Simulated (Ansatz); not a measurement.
Process, species as SMILES: FCF + 2 [H][H] (H2) → C (CH4) + 2 F (HF)
B3LYP-D3(BJ)/def2-TZVP geometries, fixed; electronic energies without zero-point terms.
Largest species:
```
C
F 1 1.3618
F 1 1.3618 2 108.56
H 1 1.0913 2 108.69 3 -118.06
H 1 1.0913 4 113.42 3 -121.01
```

Basis-set convergence of the energy of full hydrogenation at B3LYP with Ansatz (a program for electronic structure). Cartesian d functions, on some or all atoms, in 6-31G*, 6-31G**; all else is spherical. The program fits the integrals of some runs and decomposes those of others, by size. No added dispersion term, no relativity. Functions are those of the species that has most. Reference: the value in aug-pcseg-3, -44.21 kcal/mol, itself unsure by roughly 0.20 kcal/mol (its mean distance from aug-cc-pVQZ, cc-pV5Z, def2-QZVPPD). Deviations are taken from unrounded values.

```json
[
 {"basis": "STO-3G", "functions": "17"},
 {"basis": "3-21G", "functions": "31"},
 {"basis": "6-31G", "functions": "31"},
 {"basis": "pcseg-0", "functions": "31"},
 {"basis": "6-31G*", "functions": "49"},
 {"basis": "pcseg-1", "functions": "52"},
 {"basis": "6-31G**", "functions": "55"},
 {"basis": "6-311G**", "functions": "66"},
 {"basis": "aug-cc-pVDZ", "functions": "87"},
 {"basis": "pcseg-2", "functions": "118"},
 {"basis": "jun-cc-pV(T+d)Z", "functions": "145"},
 {"basis": "aug-cc-pVTZ", "functions": "184"},
 {"basis": "pcseg-3", "functions": "246"},
 {"basis": "aug-cc-pVQZ", "functions": "332"}
]
```

### Question
Which is the smallest set listed that can be trusted to 4 kcal/mol here, that is, within that of the reference together with its larger relatives (same family, alike in diffuse functions; a set with none to test it counts only in the reference's own line)?

### Answer
The smallest set listed that lies within 4 kcal/mol of the reference with all its larger relatives (same family, alike in diffuse functions; a set with none counts only in the reference's own line) is aug-cc-pVDZ (87 functions, -3.24 kcal/mol off). Value minus reference: STO-3G 58.55, 3-21G 36.20, 6-31G 14.31, pcseg-0 24.41, 6-31G* 22.62, pcseg-1 7.98, 6-31G** 15.47, 6-311G** 6.44, aug-cc-pVDZ -3.24, pcseg-2 0.42, jun-cc-pV(T+d)Z -0.08, aug-cc-pVTZ 0.21, pcseg-3 0.04, aug-cc-pVQZ 0.04 kcal/mol.
